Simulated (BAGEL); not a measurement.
# singlet [AlNH3]+, step by step

We compute a single-point energy (singlet [AlNH3]+, HF/def2-SVP), then the energy (doublet AlNH3, NEVPT2(3,3)/def2-SVP), then the energy (doublet AlNH3, CASPT2(3,3)/def2-SVP) of AlH3N. 

The calculation is run with BAGEL 1.2.2.

## (1) Starting point

[AlNH3]+ has 5 atoms, charge +1, and is taken as a singlet. SMILES of the parent species: `[NH2][AlH]`. The N1–H4 distance was set to 1.362 Å, away from the relaxed value. That shape belongs to the parent species and isn't relaxed for this state.

Bond lengths: N1–Al2 1.774 Å, N1–H3 1.007 Å, Al2–H5 1.604 Å. Angles: N1–Al2–H5 115.7°, Al2–N1–H3 125.4°. A long bond or contact: N1–H4 1.362 Å.

## (2) A single-point energy at HF/def2-SVP (density fitting with svp-jkfit) (run 1)

Contents of input.json:

```json
{ "bagel" : [

{
  "title" : "molecule",
  "basis" : "svp",
  "df_basis" : "svp-jkfit",
  "geometry" : [
    { "atom" : "N", "xyz" : [     0.37071513,    -1.16804539,     0.63015752 ] },
    { "atom" : "Al", "xyz" : [     2.17200207,     1.65652825,     0.52754539 ] },
    { "atom" : "H", "xyz" : [     0.87168153,    -2.76391910,     1.53798195 ] },
    { "atom" : "H", "xyz" : [    -1.90919030,    -1.47927761,    -0.52421003 ] },
    { "atom" : "H", "xyz" : [     0.95350667,     3.93837255,    -1.05264359 ] }
  ]
},

{ "title" : "hf", "charge" : 1 },

{ "title" : "print", "file" : "orbitals.molden", "orbitals" : "true" }

]}
```

On the command line:

```sh
$ BAGEL_NUM_THREADS=1 BAGEL input.json > input.out
```

The program printed:

```text
* using 1 threads per process

  ===============================================================
  ===============================================================

  *** Geometry ***

  { "atom" : "N", "xyz" : [      0.370715,     -1.168045,      0.630158 ] },
  { "atom" : "Al", "xyz" : [      2.172002,      1.656528,      0.527545 ] },
  { "atom" : "H", "xyz" : [      0.871682,     -2.763919,      1.537982 ] },
  { "atom" : "H", "xyz" : [     -1.909190,     -1.479278,     -0.524210 ] },
  { "atom" : "H", "xyz" : [      0.953507,      3.938373,     -1.052644 ] },

  Number of auxiliary basis functions:      259

  Since a DF basis is specified, we compute 2- and 3-index integrals:
    o Being stored without compression. Storage requirement is 0.005 GB

  Number of basis functions:       47
  Number of electrons      :       23

    * METHOD: MOLECULE                             0.05

  *** RHF ***

  === Nuclear Repulsion ===
    44.9344047223

      * DIIS with orbital gradients will be used.

  === RHF iteration (svp) ===
      0       -297.49648063          0.02974577           0.01
      1       -297.57397190          0.02359705           0.01
      2       -297.65003607          0.00192922           0.01
      3       -297.65121157          0.00028552           0.01
      4       -297.65124077          0.00006290           0.01
      5       -297.65124209          0.00001503           0.01
      6       -297.65124217          0.00000441           0.01
      7       -297.65124218          0.00000102           0.01
      8       -297.65124218          0.00000034           0.01
      9       -297.65124218          0.00000022           0.01
     10       -297.65124218          0.00000005           0.01
     11       -297.65124218          0.00000001           0.01
    * SCF iteration converged.

    * Permanent dipole moment:
           (   -1.115079,    -0.555986,    -0.405493) a.u.

    * METHOD: HF                                   0.14

    * METHOD: PRINT                                0.01

  ===============================================================
```

Run time: 0.32 s. Hardware: 1 thread of Arm Neoverse V1, shared host; peak memory 0.14 GiB.

## (3) Doublet neutral AlNH3: the energy at NEVPT2(3,3)/def2-SVP (density fitting with svp-jkfit) (run 2)

Contents of nevpt2.json:

```json
{ "bagel": [

{
  "title": "molecule",
  "basis": "svp",
  "df_basis": "svp-jkfit",
  "angstrom": "false",
  "geometry": [
    { "atom": "N", "xyz": [     0.37071513,    -1.16804539,     0.63015752 ] },
    { "atom": "Al", "xyz": [     2.17200207,     1.65652825,     0.52754539 ] },
    { "atom": "H", "xyz": [     0.87168153,    -2.76391910,     1.53798195 ] },
    { "atom": "H", "xyz": [    -1.90919030,    -1.47927761,    -0.52421003 ] },
    { "atom": "H", "xyz": [     0.95350667,     3.93837255,    -1.05264359 ] }
  ]
},

{
  "title": "hf",
  "charge": 1
},

{
  "title": "casscf",
  "nstate": 1,
  "nact": 3,
  "nclosed": 10,
  "nspin": 1,
  "active": [9, 12, 16],
  "maxiter": 200,
  "natocc": "true"
},

{
  "title": "nevpt2",
  "nstate": 1,
  "nact": 3,
  "nclosed": 10,
  "nspin": 1,
  "active": [9, 12, 16],
  "maxiter": 200,
  "natocc": "true",
  "ncore": 6
},

{
  "title": "print",
  "file": "orbitals.molden",
  "orbitals": "true"
}

]}
```

On the command line:

```sh
$ BAGEL_NUM_THREADS=1 BAGEL nevpt2.json > nevpt2.out
```

The program printed:

```text
* using 1 threads per process

  ===============================================================
  ===============================================================

  *** Geometry ***

  { "atom" : "N", "xyz" : [      0.370715,     -1.168045,      0.630158 ] },
  { "atom" : "Al", "xyz" : [      2.172002,      1.656528,      0.527545 ] },
  { "atom" : "H", "xyz" : [      0.871682,     -2.763919,      1.537982 ] },
  { "atom" : "H", "xyz" : [     -1.909190,     -1.479278,     -0.524210 ] },
  { "atom" : "H", "xyz" : [      0.953507,      3.938373,     -1.052644 ] },

  Number of auxiliary basis functions:      259

  Since a DF basis is specified, we compute 2- and 3-index integrals:
    o Being stored without compression. Storage requirement is 0.005 GB

[... 18 lines left out ...]
    * SCF iteration converged.
[... 1 line left out ...]
    * Permanent dipole moment:
[... 28 lines left out ...]
    * Second-order optimization converged. *
[... 5 lines left out ...]
      0  0      -297.92355428     6.09e-02      0.00
      1  0      -297.95485290     4.03e-03      0.00
      2  0      -297.95503111     7.83e-04      0.00
[... 4 lines of this table left out ...]
      7  0 *    -297.95503778     1.04e-15      0.00

     * ci vector, state   0, <S^2> = 0.7500
       2a.    -0.9853642843
       .a2    -0.1664617233

    * METHOD: CASSCF                               0.49

    * freezing 6 orbitals

  === DF-NEVPT2 calculation ===

    * 3-index integral transformation done
    * assembly done

      NEVPT2 correlation energy:   -0.2051650423      0.02

          (+0)     -0.1249773193
          (+0)'    -0.0273526277
          (+1)     -0.0083772465
          (+1)'    -0.0002870356
          (+2)     -0.0004550021
          (-1)     -0.0365081152
          (-1)'    -0.0008336121
          (-2)     -0.0063740838

      NEVPT2 total energy:       -298.1602028215

    * METHOD: NEVPT2                               0.04

    * METHOD: PRINT                                0.01

  ===============================================================
```

Wall time 0.85 s (1 thread of Arm Neoverse V1, shared host); peak memory 0.14 GiB.

## (4) Doublet neutral AlNH3: a single-point energy at CASPT2(3,3)/def2-SVP (density fitting with svp-jkfit) (run 3)

Contents of calc.json:

```json
{ "bagel" : [

{
  "title" : "molecule",
  "basis" : "svp",
  "df_basis" : "svp-jkfit",
  "angstrom" : false,
  "geometry" : [
    { "atom" : "N", "xyz" : [  0.37071513, -1.16804539,  0.63015752 ] },
    { "atom" : "Al", "xyz" : [  2.17200207,  1.65652825,  0.52754539 ] },
    { "atom" : "H", "xyz" : [  0.87168153, -2.76391910,  1.53798195 ] },
    { "atom" : "H", "xyz" : [ -1.90919030, -1.47927761, -0.52421003 ] },
    { "atom" : "H", "xyz" : [  0.95350667,  3.93837255, -1.05264359 ] }
  ]
},
{ "title" : "hf", "charge" : 1 },
{ "title" : "casscf", "nstate" : 1, "nact" : 3, "nclosed" : 10, "nspin" : 1, "active" : [9, 12, 16], "maxiter" : 200, "natocc" : true },
{ "title" : "print", "file" : "orbitals.molden", "orbitals" : true },
{ "title" : "smith", "method" : "caspt2", "ms" : true, "xms" : true, "sssr" : true, "shift" : 0.2, "shift_imag" : true, "ncore" : 6 }

]}
```

On the command line:

```sh
$ BAGEL_NUM_THREADS=1 BAGEL calc.json > calc.out
```

The program printed:

```text
* using 1 threads per process

  ===============================================================
  ===============================================================

  *** Geometry ***

  { "atom" : "N", "xyz" : [      0.370715,     -1.168045,      0.630158 ] },
  { "atom" : "Al", "xyz" : [      2.172002,      1.656528,      0.527545 ] },
  { "atom" : "H", "xyz" : [      0.871682,     -2.763919,      1.537982 ] },
  { "atom" : "H", "xyz" : [     -1.909190,     -1.479278,     -0.524210 ] },
  { "atom" : "H", "xyz" : [      0.953507,      3.938373,     -1.052644 ] },

  Number of auxiliary basis functions:      259

  Since a DF basis is specified, we compute 2- and 3-index integrals:
    o Being stored without compression. Storage requirement is 0.005 GB

[... 18 lines left out ...]
    * SCF iteration converged.
[... 1 line left out ...]
    * Permanent dipole moment:
[... 28 lines left out ...]
    * Second-order optimization converged. *
[... 11 lines left out ...]
     * ci vector, state   0, <S^2> = 0.7500
[... 16 lines left out ...]
    * Zeroth order energy : state  0       -1.1565444361
[... 4 lines left out ...]
       #      aibj      arbs      arbi      airj      risj      airs      arst      rist         Etot      error   time
[... 2 lines left out ...]
       0  -0.12487  -0.00765  -0.03769  -0.00894  -0.00062  -0.02465  -0.00091  -0.00030   -0.2056280  0.0029333   0.01
       1  -0.12499  -0.00770  -0.03781  -0.00903  -0.00067  -0.02516  -0.00094  -0.00031   -0.2066032  0.0004710   0.01
       2  -0.12500  -0.00770  -0.03779  -0.00903  -0.00067  -0.02518  -0.00095  -0.00031   -0.2066359  0.0001005   0.01
       3  -0.12500  -0.00770  -0.03779  -0.00902  -0.00067  -0.02519  -0.00095  -0.00031   -0.2066371  0.0000183   0.01
       4  -0.12500  -0.00770  -0.03779  -0.00902  -0.00067  -0.02519  -0.00095  -0.00031   -0.2066371  0.0000035   0.01
       5  -0.12500  -0.00770  -0.03779  -0.00902  -0.00067  -0.02519  -0.00095  -0.00031   -0.2066371  0.0000007   0.01

      ------------------------------------------------------------------------------------------------------------------

    * CASPT2 energy : state  0     -298.1630941163
        w/o shift correction       -298.1616749290
        reference weight              0.9295306175

    * METHOD: SMITH                                0.11

  ===============================================================
```

Run time: 0.93 s. Hardware: 1 thread of Arm Neoverse V1, shared host; peak memory 0.14 GiB.

## (5) Summary of results

| quantity | value |
| --- | --- |
| run 1, HF/def2-SVP: total energy | -297.65124 Eh |
| run 1, HF/def2-SVP: HOMO energy | -16.38 eV |
| run 1, HF/def2-SVP: LUMO energy | -6.91 eV |
| run 1, HF/def2-SVP: HOMO–LUMO gap | 9.47 eV |
| doublet neutral AlNH3, run 2: total energy | -298.16020 Eh |
| doublet neutral AlNH3, run 3: total energy | -298.16309 Eh |
